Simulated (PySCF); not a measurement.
C₅H₉ (doublet state).
Bonds: C1–C2, C2–C3, C3–C4, C4–C5, C1–C5. Hydrogens: H6 on C1; H7, H8 on C2; H9, H10 on C3; H11, H12 on C4; H13, H14 on C5.

The species is `[CH]1CCCC1` [radical].

Computed, not measured: UKS B3LYP, pcH-1 on C H, non-relativistic, mean-field spin-orbit, GIAO in PySCF. Isolated species at its GFN2-xTB geometry (one conformer only). A GFN2-xTB geometry isn't a minimum of the functional, and hyperfine couplings can be far from their values at a DFT geometry. The SCF solution wasn't tested for stability.

Q: What is the g tensor, term by term?

A: 
| Δg (ppm) | 1 | 2 | 3 |
| --- | --- | --- | --- |
| relativistic mass correction | -136 | -136 | -136 |
| gauge correction | 0 | 28 | 19 |
| orbital Zeeman/spin–orbit | 2 | 542 | 796 |
| total | -134 | 434 | 679 |

So g = 2.00219, 2.00275, 2.00300 and g_iso = 2.00265; the tensor is rhombic: the two nearest values differ by 30 % of g3 − g1. Axes: g3 points within 1° of the C1–H6 bond.

Q: What effective moment and Curie constant follow for a powder?

A: With the mean of g² = 4.0106 and S(S+1) = 0.75: μ_eff = √(⟨g²⟩S(S+1)) = 1.734 μB and χT = 0.12505·⟨g²⟩·S(S+1) = 0.376 cm³ K/mol (cgs; spin-Hamiltonian part alone).

Q: What are the electron Larmor frequencies g μB B/h along the three axes at 3350 mT?

A: 93.8773, 93.9039, 93.9154 GHz for g1, g2 and g3, a range of 38.1 MHz.

Q: In a frozen sample, at which fields do the three g values resonate at 9.5, 34, 94 and 263 GHz (hyperfine left aside), and which band first spreads them over more than twice a line width of 0.3 mT?

A: 
```tsv
band	GHz	B(g3) mT	B(g2) mT	B(g1) mT	spread mT
X	9.5	338.87	338.91	339.01	0.14
Q	34.0	1212.79	1212.94	1213.29	0.49
W	94.0	3353.02	3353.43	3354.38	1.36
J	263.0	9381.31	9382.46	9385.12	3.81
```

The spread grows in proportion to the frequency. W band is the first where it exceeds 0.6 mT.

Largest spin populations (Mulliken): C1 (+1.02), C5 (-0.09) and C2 (-0.09). No atom but C1 exceeds +0.15. The angles at C1 add up to 360.0°, so it is planar; its axial dipolar tensor and the negative coupling of its proton fit spin in a p orbital normal to that plane.

The HOMO–LUMO gaps are 6.09 eV among the α and 7.75 eV among the β orbitals.
